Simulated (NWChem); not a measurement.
System: nitrogen (N2); SMILES N#N

Input file for NWChem:

```
start job
memory heap 200 mb stack 900 mb global 1100 mb
geometry units angstroms
  N      0.000000     0.000000     0.544738
  N      0.000000     0.000000    -0.544738
end
basis spherical
  * library aug-cc-pvtz
end
dft
  xc pbe0
  iterations 150
end
driver
  maxiter 120
end
task dft optimize
task dft freq
```

Excerpt of the output:

```
             Northwest Computational Chemistry Package (NWChem) 7.3.0
             --------------------------------------------------------

 ORDER OF PRIMARY AXIS IS BEING SET TO 4
 D4H symmetry detected

                             Geometry "geometry" -> ""
                             -------------------------

 Output coordinates in angstroms (scale by  1.889725989 to convert to a.u.)

  No.       Tag          Charge          X              Y              Z
 ---- ---------------- ---------- -------------- -------------- --------------
    1 N                    7.0000     0.00000000     0.00000000     0.54473800
    2 N                    7.0000     0.00000000     0.00000000    -0.54473800

 Effective nuclear repulsion energy (a.u.)      23.8001435562

      Symmetry information
      --------------------

 Group name             D4h
 Group number             28
 Group order              16
 No. of unique centers     1

                                Z-matrix (autoz)
                                --------

 Units are Angstrom for bonds and degrees for angles

      Type          Name      I     J     K     L     M      Value
      ----------- --------  ----- ----- ----- ----- ----- ----------
    1 Stretch                  1     2                       1.08948

                           NWChem Geometry Optimization
                           ----------------------------

 maximum gradient threshold         (gmax) =   0.000450
 rms gradient threshold             (grms) =   0.000300
 maximum cartesian step threshold   (xmax) =   0.001800
 rms cartesian step threshold       (xrms) =   0.001200
 fixed trust radius                (trust) =   0.300000
 source of zmatrix                         =   autoz

          -------------------
          Energy Minimization
          -------------------

 Using diagonal initial Hessian
 Scaling for Hessian diagonals: bonds = 1.00  angles = 0.25  torsions = 0.10

          --------
          Step   0

                                 NWChem DFT Module
                                 -----------------

 Summary of "ao basis" -> "ao basis" (spherical)
 ------------------------------------------------------------------------------
       Tag                 Description            Shells   Functions and Types
 ---------------- ------------------------------  ------  ---------------------
 N                        aug-cc-pvtz               14       46   5s4p3d2f

      Symmetry analysis of basis
      --------------------------

        a1g        14
        a1u         0
        a2g         0
        a2u        14
        b1g         5
        b1u         5
        b2g         5
        b2u         5
        eg         22
        eu         22

            General Information
            -------------------
          SCF calculation type: DFT
          Wavefunction type:  closed shell.
          No. of atoms     :     2
          No. of electrons :    14
           Alpha electrons :     7
            Beta electrons :     7
          Charge           :     0
          Spin multiplicity:     1
          Use of symmetry is: on ; symmetry adaption is: on
          Maximum number of iterations: 150
          AO basis - number of functions:    92
                     number of shells:    28
          Convergence on energy requested:  1.00D-06
          Convergence on density requested:  1.00D-05
          Convergence on gradient requested:  5.00D-04

              XC Information
              --------------
                         PBE0 Method XC Functional
                     Hartree-Fock (Exact) Exchange  0.250
          PerdewBurkeErnzerhof Exchange Functional  0.750
            Perdew 1991 LDA Correlation Functional  1.000 local
           PerdewBurkeErnz. Correlation Functional  1.000 non-local

             Grid Information
             ----------------
          Grid used for XC integration:  medium
          Radial quadrature: Mura-Knowles
          Angular quadrature: Lebedev.
          Tag              B.-S. Rad. Rad. Pts. Rad. Cut. Ang. Pts.
          ---              ---------- --------- --------- ---------
          N                   0.65       49           9.0       434
          Grid pruning is: on
          Number of quadrature shells:    49
          Spatial weights used:  Erf1

      Superposition of Atomic Density Guess
      -------------------------------------

 Sum of atomic energies:        -108.62034450

      Non-variational initial energy
      ------------------------------

 Total energy =    -109.156644
 1-e energy   =    -194.181467
 2-e energy   =      61.224680
 HOMO         =      -0.434113
 LUMO         =       0.015540

      Symmetry analysis of molecular orbitals - initial
      -------------------------------------------------

 !! scf_movecs_sym_adapt:   20 vectors were symmetry contaminated

  Symmetry fudging

 !! scf_movecs_sym_adapt:   16 vectors were symmetry contaminated

  Numbering of irreducible representations:

     1 a1g         2 a1u         3 a2g         4 a2u         5 b1g
     6 b1u         7 b2g         8 b2u         9 eg         10 eu

  Orbital symmetries:

[...]

      ----------------------
      Optimization converged
      ----------------------

  Step       Energy      Delta E   Gmax     Grms     Xrms     Xmax
  ---- ---------------- -------- -------- -------- -------- --------
@    2    -109.44329347 -1.2D-06  0.00005  0.00005  0.00033  0.00058
                                     ok       ok       ok       ok

                                Z-matrix (autoz)
                                --------

 Units are Angstrom for bonds and degrees for angles

      Type          Name      I     J     K     L     M      Value     Gradient
      ----------- --------  ----- ----- ----- ----- ----- ---------- ----------
    1 Stretch                  1     2                       1.08990    0.00005

                         Geometry "geometry" -> "geometry"
                         ---------------------------------

 Output coordinates in angstroms (scale by  1.889725989 to convert to a.u.)

  No.       Tag          Charge          X              Y              Z
 ---- ---------------- ---------- -------------- -------------- --------------
    1 N                    7.0000     0.00000000     0.00000000     0.54495121
    2 N                    7.0000     0.00000000     0.00000000    -0.54495121

 Effective nuclear repulsion energy (a.u.)      23.7908318420

      Symmetry information
      --------------------

 Group name             D4h
 Group number             28
 Group order              16
 No. of unique centers     1

                Final and change from initial internal coordinates
                --------------------------------------------------

                                Z-matrix (autoz)
                                --------

 Units are Angstrom for bonds and degrees for angles

      Type          Name      I     J     K     L     M      Value       Change
      ----------- --------  ----- ----- ----- ----- ----- ---------- ----------
    1 Stretch                  1     2                       1.08990    0.00043

 ==============================================================================
                                internuclear distances
 ------------------------------------------------------------------------------
       center one      |      center two      | atomic units |  angstroms
 ------------------------------------------------------------------------------
    2 N                |   1 N                |     2.05962  |     1.08990
 ------------------------------------------------------------------------------
                         number of included internuclear distances:          1
 ==============================================================================

[second-derivative integrals and response iterations left out]

  Vibrational analysis via the FX method

  See chapter 2 in "Molecular Vibrations" by Wilson, Decius and Cross

  Vib: Default input used

[...]

 Rotational Constants
 --------------------
 A=   0.000000 cm-1  (  0.000000 K)
 B=   2.026897 cm-1  (  2.916187 K)
 C=   2.026897 cm-1  (  2.916187 K)

 Temperature                      =   298.15K
 frequency scaling parameter      =   1.0000

 Linear Molecule

 Zero-Point correction to Energy  =    3.542 kcal/mol  (  0.005644 au)
 Thermal correction to Energy     =    5.022 kcal/mol  (  0.008004 au)
 Thermal correction to Enthalpy   =    5.615 kcal/mol  (  0.008947 au)

 Total Entropy                    =   45.709 cal/mol-K
   - Translational                =   35.908 cal/mol-K (mol. weight =  28.0061)
   - Rotational                   =    9.801 cal/mol-K (symmetry #  =        2)
   - Vibrational                  =    0.000 cal/mol-K

 Cv (constant volume heat capacity) =    4.968 cal/mol-K
   - Translational                  =    2.979 cal/mol-K
   - Rotational                     =    1.986 cal/mol-K
   - Vibrational                    =    0.002 cal/mol-K

[normal modes left out]

 ----------------------------------------------------------------------------
 Normal Eigenvalue ||           Projected Infra Red Intensities
  Mode   [cm**-1]  || [atomic units] [(debye/angs)**2] [(KM/mol)] [arbitrary]
 ------ ---------- || -------------- ----------------- ---------- -----------
    1       -0.000 ||    0.000000           0.000         0.000       2.835
    2        0.000 ||    0.000000           0.000         0.000       0.376
    3        0.000 ||    0.000000           0.000         0.000       0.134
    4        0.000 ||    0.000000           0.000         0.000       0.188
    5        0.000 ||    0.000000           0.000         0.000       2.587
    6     2478.698 ||    0.000000           0.000         0.000      53.880
 ----------------------------------------------------------------------------
```

Level: PBE0/aug-cc-pVTZ.
